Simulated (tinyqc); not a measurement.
Inside a calculation. Method: RKS/BLYP in the sto-3g basis, for OH-, spin multiplicity 1. The basis has no diffuse functions, so it cannot describe the extra electron: this is an exercise in the method, not the real anion. One step of it, computed by the program tinyqc.

Task: Iteration 2: building the Kohn-Sham matrix. J_ij = sum D_kl (ij|kl); F = H + J + V_xc; E = tr D H + tr D J / 2 + E_xc + E_nn.

D after iteration 1, lower triangle:
```
            1O 1s      1O 2s    1O 2px    1O 2py    1O 2pz     2H 1s
1O 1s    2.121706
1O 2s   -0.520636   2.238462
1O 2px   0.000000   0.000000  2.000000
1O 2py   0.000000   0.000000  0.000000  2.000000
1O 2pz  -0.030515   0.121441  0.000000  0.000000  0.010977
2H 1s    0.085843  -0.517961  0.000000  0.000000  0.064541  2.075610
```

core Hamiltonian H = T + V (hartree), lower triangle:
```
             1O 1s      1O 2s     1O 2px     1O 2py     1O 2pz      2H 1s
1O 1s   -31.984277
1O 2s    -7.438439  -8.612662
1O 2px    0.000000   0.000000  -6.804824
1O 2py    0.000000   0.000000   0.000000  -6.804824
1O 2pz   -0.006917  -0.086983   0.000000   0.000000  -6.848875
2H 1s    -0.564222  -1.476158   0.000000   0.000000  -1.195471  -3.402928
```

Two-electron integrals (ij|kl) in chemists' order, unique and non-zero (hartree):
```
(11|11) 4.785065   (21|11) 0.741380   (21|21) 0.136873   (22|11) 1.118947
(22|21) 0.256633   (22|22) 0.817206   (31|31) 0.024477   (32|31) 0.037809
(32|32) 0.180518   (33|11) 1.115814   (33|21) 0.256684   (33|22) 0.817023
(33|33) 0.880159   (41|41) 0.024477   (42|41) 0.037809   (42|42) 0.180518
(43|43) 0.047444   (44|11) 1.115814   (44|21) 0.256684   (44|22) 0.817023
(44|33) 0.785270   (44|44) 0.880159   (51|51) 0.024477   (52|51) 0.037809
(52|52) 0.180518   (53|53) 0.047444   (54|54) 0.047444   (55|11) 1.115814
(55|21) 0.256684   (55|22) 0.817023   (55|33) 0.785270   (55|44) 0.785270
(55|55) 0.880159   (61|11) 0.056307   (61|21) 0.010320   (61|22) 0.019269
(61|33) 0.019236   (61|44) 0.019236   (61|51) 0.000438   (61|52) 0.000833
(61|55) 0.019336   (61|61) 0.000787   (62|11) 0.166235   (62|21) 0.038735
(62|22) 0.140537   (62|33) 0.138037   (62|44) 0.138037   (62|51) 0.002844
(62|52) 0.023831   (62|55) 0.145394   (62|61) 0.002979   (62|62) 0.032708
(63|31) 0.003673   (63|32) 0.022738   (63|53) 0.004679   (63|63) 0.004204
(64|41) 0.003673   (64|42) 0.022738   (64|54) 0.004679   (64|64) 0.004204
(65|11) 0.133277   (65|21) 0.031414   (65|22) 0.121877   (65|33) 0.116737
(65|44) 0.116737   (65|51) 0.005614   (65|52) 0.041525   (65|55) 0.132017
(65|61) 0.002495   (65|62) 0.034600   (65|65) 0.040449   (66|11) 0.366964
(66|21) 0.086813   (66|22) 0.363072   (66|33) 0.351357   (66|44) 0.351357
(66|51) 0.006626   (66|52) 0.079316   (66|55) 0.386197   (66|61) 0.006691
(66|62) 0.117525   (66|65) 0.142876   (66|66) 0.774606
```

nuclear repulsion = 2.95217412 hartree

V_xc (hartree), lower triangle:
```
            1O 1s      1O 2s     1O 2px     1O 2py     1O 2pz      2H 1s
1O 1s   -3.118278
1O 2s   -0.424298  -0.763000
1O 2px   0.000000   0.000000  -0.796684
1O 2py   0.000000   0.000000   0.000000  -0.796684
1O 2pz  -0.001585  -0.015362   0.000000   0.000000  -0.677140
2H 1s   -0.032456  -0.124593   0.000000   0.000000  -0.108503  -0.526806
```

E_xc = sum of w rho eps_xc = -9.41761582 hartree

Give: Coulomb J; Kohn-Sham matrix F; total energy of this density.

Result:

Coulomb J (hartree), lower triangle:
```
          1O 1s   1O 2s  1O 2px  1O 2py  1O 2pz   2H 1s
1O 1s   16.9771
1O 2s    3.1804  7.8402
1O 2px   0.0000  0.0000  7.8732
1O 2py   0.0000  0.0000  0.0000  7.8732
1O 2pz   0.0193  0.1870  0.0000  0.0000  7.7511
2H 1s    0.2404  1.4013  0.0000  0.0000  1.2674  4.4351
```

Kohn-Sham matrix F (hartree), lower triangle:
```
           1O 1s    1O 2s  1O 2px  1O 2py   1O 2pz   2H 1s
1O 1s   -18.1255
1O 2s    -4.6824  -1.5354
1O 2px    0.0000   0.0000  0.2717
1O 2py    0.0000   0.0000  0.0000  0.2717
1O 2pz    0.0108   0.0846  0.0000  0.0000   0.2251
2H 1s    -0.3562  -0.1994  0.0000  0.0000  -0.0366  0.5053
```

total energy of this density = -74.040943 hartree
